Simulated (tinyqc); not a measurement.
Worked calculation: G0W0 on RHF in the sto-3g basis, for H2O, spin multiplicity 1. One step of it, computed by the program tinyqc.

Question. Iteration 1: building the Fock matrix. J_ij = sum D_kl (ij|kl), K_ij = sum D_kl (ik|jl); F = H + J - 0.5 K; E = tr D H + tr D J / 2 - 0.25 tr D K + E_nn.

D at the start, lower triangle:
```
            1O 1s      1O 2s    1O 2px     1O 2py     1O 2pz     2H 1s     3H 1s
1O 1s    2.128276
1O 2s   -0.558153   2.424724
1O 2px   0.000000   0.000000  2.000000
1O 2py  -0.003462   0.021824  0.000000   2.223399
1O 2pz  -0.030440   0.173231  0.000000   0.010706   2.095183
2H 1s    0.063027  -0.269117  0.000000  -0.280197  -0.174388  0.075967
3H 1s    0.056914  -0.241601  0.000000   0.258883  -0.159872  0.004825  0.064642
```

core Hamiltonian H = T + V (hartree), lower triangle:
```
             1O 1s      1O 2s     1O 2px     1O 2py     1O 2pz      2H 1s      3H 1s
1O 1s   -32.523250
1O 2s    -7.566016  -9.148766
1O 2px    0.000000   0.000000  -7.303275
1O 2py   -0.000753  -0.008587   0.000000  -7.408297
1O 2pz   -0.011919  -0.147124   0.000000  -0.004117  -7.353547
2H 1s    -1.124275  -2.690658   0.000000  -1.646215  -1.173757  -4.388232
3H 1s    -0.996925  -2.457354   0.000000   1.526422  -1.089731  -0.789067  -4.243585
```

Two-electron integrals (ij|kl) in chemists' order, unique and non-zero (hartree):
```
(11|11) 4.785065    (21|11) 0.741380    (21|21) 0.136873    (22|11) 1.118947
(22|21) 0.256633    (22|22) 0.817206    (31|31) 0.024477    (32|31) 0.037809
(32|32) 0.180518    (33|11) 1.115814    (33|21) 0.256684    (33|22) 0.817023
(33|33) 0.880159    (41|41) 0.024477    (42|41) 0.037809    (42|42) 0.180518
(43|43) 0.047444    (44|11) 1.115814    (44|21) 0.256684    (44|22) 0.817023
(44|33) 0.785270    (44|44) 0.880159    (51|51) 0.024477    (52|51) 0.037809
(52|52) 0.180518    (53|53) 0.047444    (54|54) 0.047444    (55|11) 1.115814
(55|21) 0.256684    (55|22) 0.817023    (55|33) 0.785270    (55|44) 0.785270
(55|55) 0.880159    (61|11) 0.110503    (61|21) 0.020247    (61|22) 0.037780
(61|33) 0.037706    (61|41) 0.000760    (61|42) 0.001433    (61|44) 0.037860
(61|51) 0.000526    (61|52) 0.000991    (61|54) 0.000107    (61|55) 0.037780
(61|61) 0.003033    (62|11) 0.290872    (62|21) 0.067646    (62|22) 0.241211
(62|33) 0.236951    (62|41) 0.004180    (62|42) 0.033033    (62|44) 0.245433
(62|51) 0.002892    (62|52) 0.022855    (62|54) 0.005868    (62|55) 0.241012
(62|61) 0.010220    (62|62) 0.090983    (63|31) 0.006805    (63|32) 0.040598
(63|43) 0.006715    (63|53) 0.004646    (63|63) 0.012429    (64|11) 0.179985
(64|21) 0.042371    (64|22) 0.161307    (64|33) 0.154130    (64|41) 0.009084
(64|42) 0.061310    (64|44) 0.172912    (64|51) 0.001577    (64|52) 0.014331
(64|54) 0.008349    (64|55) 0.156692    (64|61) 0.006660    (64|62) 0.073963
(64|64) 0.071871    (65|11) 0.124531    (65|21) 0.029316    (65|22) 0.111608
(65|33) 0.106642    (65|41) 0.001577    (65|42) 0.014331    (65|44) 0.110345
(65|51) 0.007896    (65|52) 0.050513    (65|54) 0.009277    (65|55) 0.117707
(65|61) 0.004608    (65|62) 0.051175    (65|64) 0.041128    (65|65) 0.040885
(66|11) 0.455435    (66|21) 0.107614    (66|22) 0.441871    (66|33) 0.424751
(66|41) 0.008011    (66|42) 0.089043    (66|44) 0.459116    (66|51) 0.005542
(66|52) 0.061609    (66|54) 0.023778    (66|55) 0.441202    (66|61) 0.016368
(66|62) 0.217552    (66|64) 0.201839    (66|65) 0.139652    (66|66) 0.774606
(71|11) 0.097906    (71|21) 0.017942    (71|22) 0.033493    (71|33) 0.033428
(71|41) -0.000666   (71|42) -0.001259   (71|44) 0.033563    (71|51) 0.000461
(71|52) 0.000871    (71|54) -0.000093   (71|55) 0.033493    (71|61) 0.002644
(71|62) 0.008752    (71|64) 0.005258    (71|65) 0.003950    (71|66) 0.013898
(71|71) 0.002381    (72|11) 0.264597    (72|21) 0.061564    (72|22) 0.220360
(72|33) 0.216435    (72|41) -0.003794   (72|42) -0.030354   (72|44) 0.224249
(72|51) 0.002625    (72|52) 0.021000    (72|54) -0.005407   (72|55) 0.220175
(72|61) 0.008984    (72|62) 0.064925    (72|64) 0.036881    (72|65) 0.035479
(72|66) 0.124076    (72|71) 0.008244    (72|72) 0.076803    (73|31) 0.006111
(73|32) 0.036762    (73|43) -0.006122   (73|53) 0.004235    (73|63) 0.008431
(73|73) 0.010345    (74|11) -0.166003   (74|21) -0.039090   (74|22) -0.149405
(74|33) -0.142812   (74|41) 0.008202    (74|42) 0.055987    (74|44) -0.160036
(74|51) -0.001447   (74|52) -0.013301   (74|54) 0.007681    (74|55) -0.145196
(74|61) -0.005475   (74|62) -0.037606   (74|64) -0.013456   (74|65) -0.020162
(74|66) -0.066494   (74|71) -0.005439   (74|72) -0.063336   (74|74) 0.061996
(75|11) 0.114847    (75|21) 0.027044    (75|22) 0.103364    (75|33) 0.098802
(75|41) -0.001447   (75|42) -0.013301   (75|44) 0.102248    (75|51) 0.007112
(75|52) 0.045964    (75|54) -0.008506   (75|55) 0.108922    (75|61) 0.004107
(75|62) 0.035831    (75|64) 0.020001    (75|65) 0.027723    (75|66) 0.074400
(75|71) 0.003763    (75|72) 0.043818    (75|74) -0.035734   (75|75) 0.035067
(76|11) 0.078109    (76|21) 0.018336    (76|22) 0.071133    (76|33) 0.069539
(76|41) -0.000013   (76|42) -0.000179   (76|44) 0.071082    (76|51) 0.001227
(76|52) 0.011670    (76|54) -0.000041   (76|55) 0.072700    (76|61) 0.002735
(76|62) 0.026272    (76|64) 0.018592    (76|65) 0.016669    (76|66) 0.065153
(76|71) 0.002426    (76|72) 0.024358    (76|74) -0.017651   (76|75) 0.015644
(76|76) 0.009688    (77|11) 0.437421    (77|21) 0.103391    (77|22) 0.426472
(77|33) 0.410348    (77|41) -0.007474   (77|42) -0.084514   (77|44) 0.442719
(77|51) 0.005171    (77|52) 0.058470    (77|54) -0.022395   (77|55) 0.425842
(77|61) 0.015064    (77|62) 0.131263    (77|64) 0.069221    (77|65) 0.077757
(77|66) 0.274609    (77|71) 0.013927    (77|72) 0.196555    (77|74) -0.185081
(77|75) 0.128046    (77|76) 0.065153    (77|77) 0.774606
```

nuclear repulsion = 7.53983064 hartree

Give: Coulomb J; exchange K; Fock matrix F; total energy of this density.

Answer.

Coulomb J (hartree), lower triangle:
```
          1O 1s    1O 2s  1O 2px   1O 2py  1O 2pz   2H 1s   3H 1s
1O 1s   18.6572
1O 2s    3.5598   8.8332
1O 2px   0.0000   0.0000  8.8276
1O 2py   0.0003  -0.0003  0.0000   8.8234
1O 2pz   0.0030  -0.0006  0.0000  -0.0004  8.8252
2H 1s    0.5269   2.5192  0.0000   1.6514  1.1415  4.4244
3H 1s    0.4670   2.2997  0.0000  -1.5291  1.0567  0.7252  4.2694
```

exchange K (hartree), lower triangle:
```
         1O 1s   1O 2s  1O 2px   1O 2py  1O 2pz   2H 1s   3H 1s
1O 1s   9.8477
1O 2s   1.7197  2.8698
1O 2px  0.0000  0.0000  2.3665
1O 2py  0.0001  0.0000  0.0000   2.3651
1O 2pz  0.0012  0.0045  0.0000  -0.0007  2.3646
2H 1s   0.2695  0.7074  0.0000   0.3450  0.2382  0.2826
3H 1s   0.2394  0.6434  0.0000  -0.3187  0.2194  0.1407  0.2385
```

Fock matrix F (hartree), lower triangle:
```
           1O 1s    1O 2s  1O 2px   1O 2py   1O 2pz    2H 1s    3H 1s
1O 1s   -18.7899
1O 2s    -4.8660  -1.7504
1O 2px    0.0000   0.0000  0.3411
1O 2py   -0.0005  -0.0088  0.0000   0.2326
1O 2pz   -0.0095  -0.1500  0.0000  -0.0042   0.2894
2H 1s    -0.7321  -0.5251  0.0000  -0.1674  -0.1513  -0.1051
3H 1s    -0.6496  -0.4793  0.0000   0.1566  -0.1427  -0.1342  -0.0934
```

total energy of this density = -73.309421 hartree
